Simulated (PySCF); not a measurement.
PMe2PMe2, C4H12P2.
SMILES with atom numbers: `[CH3:1][P:2]([CH3:3])[P:4]([CH3:5])[CH3:6]` (hydrogens: H7, H8, H9 on C1; H10, H11, H12 on C3; H13, H14, H15 on C5; H16, H17, H18 on C6)

The same species was optimised twice, with GFN2-xTB and with PBE0-D3(BJ)/def2-SVP (PySCF), and the same property calculations (PySCF, gas phase) were run on both structures.

```
     coordinate  GFN2-xTB  PBE0-D3(BJ)/def2-SVP  change
      P2–P4 (Å)     2.202                 2.229  +0.027
      P4–C5 (Å)     1.854                 1.856  +0.002
      P2–C3 (Å)     1.854                 1.856  +0.002
      C1–P2 (Å)     1.854                 1.856  +0.002
      P4–C6 (Å)     1.855                 1.856  +0.001
   C1–P2–C3 (°)      97.4                  99.0    +1.6
   C5–P4–C6 (°)      97.5                  99.1    +1.6
   C1–P2–P4 (°)      97.2                  97.7    +0.5
   C3–P2–P4 (°)      97.2                  97.7    +0.5
   P2–P4–C5 (°)      97.3                  97.7    +0.4
   P2–P4–C6 (°)      97.3                  97.7    +0.4
C1–P2–P4–C5 (°)        82                    80      -2
```

Rotational constants: A = 3095, B = 1754, C = 1315 MHz (GFN2-xTB) against A = 3035, B = 1730, C = 1286 MHz (PBE0-D3(BJ)/def2-SVP). Point groups within 0.08 Å: C2h and C2h. Atoms that the bonding makes alike are paired by their places after alignment.

On the GFN2-xTB structure: HOMO (eV) -6.01 [PBE0/pcSseg-1]; LUMO (eV) 0.37 [PBE0/pcSseg-1]; GIAO shielding of C1/C3/C5/C6 (mean) (ppm) 172.5 [PBE0/pcSseg-1]; GIAO shielding of P2/P4 (mean) (ppm) 382.0 [PBE0/pcSseg-1].

Question: What do these properties become on the PBE0-D3(BJ)/def2-SVP structure?

Answer: 
```json
{"property": "HOMO (eV)", "level": "PBE0/pcSseg-1", "on GFN2-xTB": "-6.01", "on PBE0-D3(BJ)/def2-SVP": "-5.96", "change": "+0.05"}
{"property": "LUMO (eV)", "level": "PBE0/pcSseg-1", "on GFN2-xTB": "0.37", "on PBE0-D3(BJ)/def2-SVP": "0.34", "change": "-0.03"}
{"property": "energy, GFN2-xTB geometry as zero (kcal/mol)", "level": "PBE0/pcSseg-1", "on GFN2-xTB": "0.0", "on PBE0-D3(BJ)/def2-SVP": "-0.8", "change": "-0.8"}
{"property": "GIAO shielding of C1/C3/C5/C6 (mean) (ppm)", "level": "PBE0/pcSseg-1", "on GFN2-xTB": "172.5", "on PBE0-D3(BJ)/def2-SVP": "171.2", "change": "-1.3"}
{"property": "GIAO shielding of P2/P4 (mean) (ppm)", "level": "PBE0/pcSseg-1", "on GFN2-xTB": "382.0", "on PBE0-D3(BJ)/def2-SVP": "372.9", "change": "-9.1"}
```

The heavy atoms differ by 0.021 Å rms after alignment (one structure mirrored). Among bonds between heavy atoms P2–P4 changes most (+0.027 Å). Changes are differences of the printed values. Neither structure is proved a minimum here.

Conformer computed: `[CH3:1][P:2]([CH3:3])[P:4]([CH3:5])[CH3:6]`: C1–P2–P4–C5 80°.
